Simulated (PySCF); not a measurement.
Species: 2-methylpentane, C6H14.
Atom-mapped SMILES: `[CH3:1][CH2:2][CH2:3][CH:4]([CH3:5])[CH3:6]` (hydrogens: H7, H8, H9 on C1; H10, H11 on C2; H12, H13 on C3; H14 on C4; H15, H16, H17 on C5; H18, H19, H20 on C6)

The same species was optimised twice, with GFN2-xTB and with PBE0-D3(BJ)/def2-SVP (PySCF), and the same property calculations (PySCF, gas phase) were run on both structures.

```
     coordinate  GFN2-xTB  PBE0-D3(BJ)/def2-SVP  change
      C2–C3 (Å)     1.527                 1.523  -0.004
      C4–C5 (Å)     1.528                 1.525  -0.003
      C1–C2 (Å)     1.524                 1.521  -0.003
      C3–C4 (Å)     1.533                 1.530  -0.003
      C4–C6 (Å)     1.527                 1.525  -0.002
   C2–C3–C4 (°)     113.9                 115.6    +1.7
   C1–C2–C3 (°)     111.6                 113.0    +1.4
   C5–C4–C6 (°)     109.7                 110.7    +1.0
   C3–C4–C5 (°)     109.8                 110.6    +0.8
   C3–C4–C6 (°)     111.9                 112.5    +0.6
C1–C2–C3–C4 (°)      -174                  -176      -2
C2–C3–C4–C5 (°)       174                   174       0
```

Rotational constants: A = 6697, B = 1734, C = 1492 MHz (GFN2-xTB) against A = 6648, B = 1718, C = 1475 MHz (PBE0-D3(BJ)/def2-SVP). Point groups within 0.08 Å: C1 and C1.

On the GFN2-xTB structure: lowest singlet, TDDFT (eV) 8.36 [PBE0/def2-SVPD]; lowest triplet, Tamm–Dancoff (eV) 8.23 [PBE0/def2-SVPD]; isotropic polarisability (au) 75.1 [PBE0/def2-SVPD]; HOMO (eV) -8.65 [PBE0/def2-SVPD]; LUMO (eV) 0.82 [PBE0/def2-SVPD]; dipole (D) 0.13 [PBE0/def2-SVPD]; HOMO (eV) -8.66 [PBE0/pcSseg-1]; LUMO (eV) 1.54 [PBE0/pcSseg-1]; dipole (D) 0.11 [PBE0/pcSseg-1]; GIAO shielding of C1 (ppm) 169.4 [PBE0/pcSseg-1]; GIAO shielding of C2 (ppm) 160.7 [PBE0/pcSseg-1]; GIAO shielding of C3 (ppm) 140.9 [PBE0/pcSseg-1]; GIAO shielding of C4 (ppm) 153.5 [PBE0/pcSseg-1]; GIAO shielding of C5/C6 (mean) (ppm) 161.9 [PBE0/pcSseg-1].

Task: What do these properties become on the PBE0-D3(BJ)/def2-SVP structure?

Result: 
```json
{"property": "lowest singlet, TDDFT (eV)", "level": "PBE0/def2-SVPD", "on GFN2-xTB": "8.36", "on PBE0-D3(BJ)/def2-SVP": "8.43", "change": "+0.07"}
{"property": "lowest triplet, Tamm–Dancoff (eV)", "level": "PBE0/def2-SVPD", "on GFN2-xTB": "8.23", "on PBE0-D3(BJ)/def2-SVP": "8.22", "change": "-0.01"}
{"property": "isotropic polarisability (au)", "level": "PBE0/def2-SVPD", "on GFN2-xTB": "75.1", "on PBE0-D3(BJ)/def2-SVP": "76.6", "change": "+1.5"}
{"property": "HOMO (eV)", "level": "PBE0/def2-SVPD", "on GFN2-xTB": "-8.65", "on PBE0-D3(BJ)/def2-SVP": "-8.75", "change": "-0.10"}
{"property": "LUMO (eV)", "level": "PBE0/def2-SVPD", "on GFN2-xTB": "0.82", "on PBE0-D3(BJ)/def2-SVP": "0.80", "change": "-0.02"}
{"property": "dipole (D)", "level": "PBE0/def2-SVPD", "on GFN2-xTB": "0.13", "on PBE0-D3(BJ)/def2-SVP": "0.13", "change": "0.00"}
{"property": "energy, GFN2-xTB geometry as zero (kcal/mol)", "level": "PBE0/def2-SVPD", "on GFN2-xTB": "0.0", "on PBE0-D3(BJ)/def2-SVP": "-1.1", "change": "-1.1"}
{"property": "HOMO (eV)", "level": "PBE0/pcSseg-1", "on GFN2-xTB": "-8.66", "on PBE0-D3(BJ)/def2-SVP": "-8.77", "change": "-0.11"}
{"property": "LUMO (eV)", "level": "PBE0/pcSseg-1", "on GFN2-xTB": "1.54", "on PBE0-D3(BJ)/def2-SVP": "1.50", "change": "-0.04"}
{"property": "dipole (D)", "level": "PBE0/pcSseg-1", "on GFN2-xTB": "0.11", "on PBE0-D3(BJ)/def2-SVP": "0.11", "change": "0.00"}
{"property": "energy, GFN2-xTB geometry as zero (kcal/mol)", "level": "PBE0/pcSseg-1", "on GFN2-xTB": "0.0", "on PBE0-D3(BJ)/def2-SVP": "-0.7", "change": "-0.7"}
{"property": "GIAO shielding of C1 (ppm)", "level": "PBE0/pcSseg-1", "on GFN2-xTB": "169.4", "on PBE0-D3(BJ)/def2-SVP": "167.6", "change": "-1.8"}
{"property": "GIAO shielding of C2 (ppm)", "level": "PBE0/pcSseg-1", "on GFN2-xTB": "160.7", "on PBE0-D3(BJ)/def2-SVP": "159.9", "change": "-0.8"}
{"property": "GIAO shielding of C3 (ppm)", "level": "PBE0/pcSseg-1", "on GFN2-xTB": "140.9", "on PBE0-D3(BJ)/def2-SVP": "140.5", "change": "-0.4"}
{"property": "GIAO shielding of C4 (ppm)", "level": "PBE0/pcSseg-1", "on GFN2-xTB": "153.5", "on PBE0-D3(BJ)/def2-SVP": "153.3", "change": "-0.2"}
{"property": "GIAO shielding of C5/C6 (mean) (ppm)", "level": "PBE0/pcSseg-1", "on GFN2-xTB": "161.9", "on PBE0-D3(BJ)/def2-SVP": "160.2", "change": "-1.7"}
```

The heavy atoms differ by 0.015 Å rms after alignment. Among bonds between heavy atoms C1–C2, C2–C3, C3–C4 and C4–C5 change most and about equally (-0.004 to -0.003 Å). Changes are differences of the printed values. Neither structure is proved a minimum here.

Conformer computed: `[CH3:1][CH2:2][CH2:3][CH:4]([CH3:5])[CH3:6]`: C1–C2–C3–C4 -176°, C2–C3–C4–C5 174°.
